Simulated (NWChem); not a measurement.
Everything below was run with NWChem. System: C2H6O, charge 0, spin multiplicity 1, displaced from the optimised geometry. Level: CCSD(T)/cc-pVDZ, 3 core orbitals frozen, spin-restricted.

NWChem printed:

```
             Northwest Computational Chemistry Package (NWChem) 7.3.0
             --------------------------------------------------------

                                NWChem Input Module
                                -------------------

 Scaling coordinates for geometry "geometry" by  1.889725989
 (inverse scale =  0.529177249)

                             Geometry "geometry" -> ""
                             -------------------------

 Output coordinates in angstroms (scale by  1.889725989 to convert to a.u.)

  No.       Tag          Charge          X              Y              Z
 ---- ---------------- ---------- -------------- -------------- --------------
    1 C                    6.0000    -1.16107900     0.00000000    -0.18806400
    2 O                    8.0000     0.00000000     0.00000000     0.57779000
    3 C                    6.0000     1.16107900     0.00000000    -0.18806400
    4 H                    1.0000    -1.23304200    -0.89523100    -0.83951400
    5 H                    1.0000    -1.23304200     0.89523100    -0.83951400
    6 H                    1.0000    -2.45165000     0.00000000     0.83841700
    7 H                    1.0000     1.23304200    -0.89523100    -0.83951400
    8 H                    1.0000     2.02146000     0.00000000     0.49625600
    9 H                    1.0000     1.23304200     0.89523100    -0.83951400

 Effective nuclear repulsion energy (a.u.)      82.6619044466

            Nuclear Dipole moment (a.u.)
            ----------------------------
        X                 Y               Z
 ---------------- ---------------- ----------------
    -0.8129412230     0.0000000000     0.6466056518


 Summary of "ao basis" -> "" (spherical)
 ------------------------------------------------------------------------------
       Tag                 Description            Shells   Functions and Types
 ---------------- ------------------------------  ------  ---------------------
 *                          cc-pvdz                   on all atoms

 Summary of "ao basis" -> "ao basis" (spherical)
 ------------------------------------------------------------------------------
       Tag                 Description            Shells   Functions and Types
 ---------------- ------------------------------  ------  ---------------------
 C                          cc-pvdz                  6       14   3s2p1d
 O                          cc-pvdz                  6       14   3s2p1d
 H                          cc-pvdz                  3        5   2s1p

                                 NWChem SCF Module
                                 -----------------

  ao basis        = "ao basis"
  functions       =    72
  atoms           =     9
  closed shells   =    13
  open shells     =     0
  charge          =   0.00
  wavefunction    = RHF
  use symmetry    = F
  symmetry adapt  = F

 Summary of "ao basis" -> "ao basis" (spherical)
 ------------------------------------------------------------------------------
       Tag                 Description            Shells   Functions and Types
 ---------------- ------------------------------  ------  ---------------------
 C                          cc-pvdz                  6       14   3s2p1d
 O                          cc-pvdz                  6       14   3s2p1d
 H                          cc-pvdz                  3        5   2s1p

 Forming initial guess at       0.0s

      Superposition of Atomic Density Guess
      -------------------------------------

 Sum of atomic energies:        -153.09163733

      Non-variational initial energy
      ------------------------------

 Total energy =    -154.459626
 1-e energy   =    -370.605175
 2-e energy   =     133.483645
 HOMO         =      -0.330653
 LUMO         =       0.027383

 Starting SCF solution at       0.9s

 ----------------------------------------------
         Quadratically convergent ROHF

 Convergence threshold     :          1.000E-07
 Maximum no. of iterations :          100
 Final Fock-matrix accuracy:          1.000E-09
 ----------------------------------------------

              iter       energy          gnorm     gmax       time
             ----- ------------------- --------- --------- --------
[...]
 Spin Component Scaled (SCS) CCSD
 --------------------------------
 Same spin contribution:                 -0.100713286398394
 Same spin scaling factor:                1.130000000000000
 Opposite spin contribution:             -0.428863505247102
 Opposite spin scaling fact.:             1.270000000000000
 SCS-CCSD correlation energy:            -0.658462665294005
 Total SCS-CCSD energy:                -154.647100574276720
 memory            104841156

*********triples calculation*********

nkpass=    1; nvpass=    1; memdrv=         191160; memtrn=         727080; memavail=      104840548
 memory available/node                      104840548
 total number of virtual orbitals        59
 number of virtuals per integral pass    59
 number of integral evaluations           1
 number of occupied per triples pass     10
 number of triples passes                 1

 commencing integral evaluation        1 at          45.46
  symmetry use  F
task         2 out of       666 done   0%  at       0.0 secs
task        34 out of       666 done   5%  at       0.2 secs
task        67 out of       666 done  10%  at       0.3 secs
task       100 out of       666 done  15%  at       0.5 secs
task       134 out of       666 done  20%  at       0.7 secs
task       167 out of       666 done  25%  at       0.8 secs
task       200 out of       666 done  30%  at       1.0 secs
task       234 out of       666 done  35%  at       1.2 secs
task       267 out of       666 done  40%  at       1.4 secs
task       300 out of       666 done  45%  at       1.5 secs
task       333 out of       666 done  50%  at       1.6 secs
task       367 out of       666 done  55%  at       1.7 secs
task       400 out of       666 done  60%  at       1.8 secs
task       433 out of       666 done  65%  at       2.0 secs
task       467 out of       666 done  70%  at       2.1 secs
task       500 out of       666 done  75%  at       2.2 secs
task       533 out of       666 done  80%  at       2.2 secs
task       567 out of       666 done  85%  at       2.3 secs
task       600 out of       666 done  90%  at       2.4 secs
task       633 out of       666 done  95%  at       2.5 secs
task       666 out of       666 done 100%  at       2.5 secs
 commencing triples evaluation - blocking       1
 ccsd(t): done        1 out of       59 progress:    1.7%
 ccsd(t): done        2 out of       59 progress:    3.4%
 ccsd(t): done        3 out of       59 progress:    5.1%
 ccsd(t): done        4 out of       59 progress:    6.8%
 ccsd(t): done        5 out of       59 progress:    8.5%
 ccsd(t): done        6 out of       59 progress:   10.2%
 ccsd(t): done        7 out of       59 progress:   11.9%
 ccsd(t): done        8 out of       59 progress:   13.6%
 ccsd(t): done        9 out of       59 progress:   15.3%
 ccsd(t): done       10 out of       59 progress:   16.9%
 ccsd(t): done       11 out of       59 progress:   18.6%
 ccsd(t): done       12 out of       59 progress:   20.3%
 ccsd(t): done       13 out of       59 progress:   22.0%
 ccsd(t): done       14 out of       59 progress:   23.7%
 ccsd(t): done       15 out of       59 progress:   25.4%
 ccsd(t): done       16 out of       59 progress:   27.1%
 ccsd(t): done       17 out of       59 progress:   28.8%
 ccsd(t): done       18 out of       59 progress:   30.5%
 ccsd(t): done       19 out of       59 progress:   32.2%
 ccsd(t): done       20 out of       59 progress:   33.9%
 ccsd(t): done       21 out of       59 progress:   35.6%
 ccsd(t): done       22 out of       59 progress:   37.3%
 ccsd(t): done       23 out of       59 progress:   39.0%
 ccsd(t): done       24 out of       59 progress:   40.7%
 ccsd(t): done       25 out of       59 progress:   42.4%
 ccsd(t): done       26 out of       59 progress:   44.1%
 ccsd(t): done       27 out of       59 progress:   45.8%
 ccsd(t): done       28 out of       59 progress:   47.5%
 ccsd(t): done       29 out of       59 progress:   49.2%
 ccsd(t): done       30 out of       59 progress:   50.8%
 ccsd(t): done       31 out of       59 progress:   52.5%
 ccsd(t): done       32 out of       59 progress:   54.2%
 ccsd(t): done       33 out of       59 progress:   55.9%
 ccsd(t): done       34 out of       59 progress:   57.6%
 ccsd(t): done       35 out of       59 progress:   59.3%
 ccsd(t): done       36 out of       59 progress:   61.0%
 ccsd(t): done       37 out of       59 progress:   62.7%
 ccsd(t): done       38 out of       59 progress:   64.4%
 ccsd(t): done       39 out of       59 progress:   66.1%
 ccsd(t): done       40 out of       59 progress:   67.8%
 ccsd(t): done       41 out of       59 progress:   69.5%
 ccsd(t): done       42 out of       59 progress:   71.2%
 ccsd(t): done       43 out of       59 progress:   72.9%
 ccsd(t): done       44 out of       59 progress:   74.6%
 ccsd(t): done       45 out of       59 progress:   76.3%
 ccsd(t): done       46 out of       59 progress:   78.0%
 ccsd(t): done       47 out of       59 progress:   79.7%
 ccsd(t): done       48 out of       59 progress:   81.4%
 ccsd(t): done       49 out of       59 progress:   83.1%
 ccsd(t): done       50 out of       59 progress:   84.7%
 ccsd(t): done       51 out of       59 progress:   86.4%
 ccsd(t): done       52 out of       59 progress:   88.1%
 ccsd(t): done       53 out of       59 progress:   89.8%
 ccsd(t): done       54 out of       59 progress:   91.5%
 ccsd(t): done       55 out of       59 progress:   93.2%
 ccsd(t): done       56 out of       59 progress:   94.9%
 ccsd(t): done       57 out of       59 progress:   96.6%
 ccsd(t): done       58 out of       59 progress:   98.3%
 ccsd(t): done       59 out of       59 progress:  100.0%
 Time for integral evaluation pass     1        2.59
 Time for triples evaluation pass      1        3.53

 pseudo-e(mp4)  -0.15429593425201E-01
 pseudo-e(mp5)   0.78055839009511E-03
        e(t)    -0.14649035035105E-01

 --------------
 CCSD(T) Energy
 --------------
 Reference energy:                    -153.988637908982724

 CCSD corr. energy:                     -0.529576791645496
 T(CCSD) corr. energy:                  -0.015429593425201
 Total CCSD+T(CCSD) energy:           -154.533644294053431

 CCSD corr. energy:                     -0.529576791645496
 (T) corr. energy:                      -0.014649035035105
 Total CCSD(T) energy:                -154.532863735663312

 routine      calls  cpu(0)   cpu-min  cpu-ave  cpu-max   i/o
 aoccsd          1     0.01     0.01     0.01     0.01    0.00
 iterdrv         1     0.02     0.02     0.02     0.02    0.00
 pampt          12     0.09     0.09     0.09     0.09    0.00
 t2pm           12     0.12     0.12     0.12     0.12    0.00
 sxy            12     0.58     0.58     0.58     0.58    0.00
 ints      5318256    32.34    32.34    32.34    32.34    0.00
 t2eri        7992     6.69     6.69     6.69     6.69    0.00
 idx2         7992     0.98     0.98     0.98     0.98    0.00
 idx34          12     0.08     0.08     0.08     0.08    0.00
 ht2pm          12     0.17     0.17     0.17     0.17    0.00
 itm            12     1.09     1.09     1.09     1.09    0.00
 pdiis          12     0.04     0.04     0.04     0.04    0.00
 triples         1     0.00     0.00     0.00     0.00    0.00
 rdtrpo          1     0.01     0.01     0.01     0.01    0.00
 trpmos          1     2.59     2.59     2.59     2.59    0.00
 trpdrv          1     0.47     0.47     0.47     0.47    0.00
 dovvv       64900     1.70     1.70     1.70     1.70    0.00
 doooo       64900     0.40     0.40     0.40     0.40    0.00
 tengy       59000     0.93     0.93     0.93     0.93    0.00
 Total                48.31    48.31    48.31    48.31    0.00

 Task  times  cpu:       53.1s     wall:       53.1s

 Total times  cpu:       53.1s     wall:       53.1s
```

**Question.** Write an NWChem input that would produce this output.

**Answer.** One answer among several that fit: 
```
start mol
memory heap 100 mb stack 700 mb global 1900 mb
geometry units angstroms nocenter noautoz noautosym
  C     -1.161079     0.000000    -0.188064
  O      0.000000     0.000000     0.577790
  C      1.161079     0.000000    -0.188064
  H     -1.233042    -0.895231    -0.839514
  H     -1.233042     0.895231    -0.839514
  H     -2.451650     0.000000     0.838417
  H      1.233042    -0.895231    -0.839514
  H      2.021460     0.000000     0.496256
  H      1.233042     0.895231    -0.839514
end
basis spherical
  * library cc-pvdz
end
scf
  rhf
  nopen 0
  maxiter 100
  thresh 1e-7
  semidirect memsize 60000000 filesize 0
end
ccsd
  freeze core 3
  maxiter 60
end
task ccsd(t) energy
```
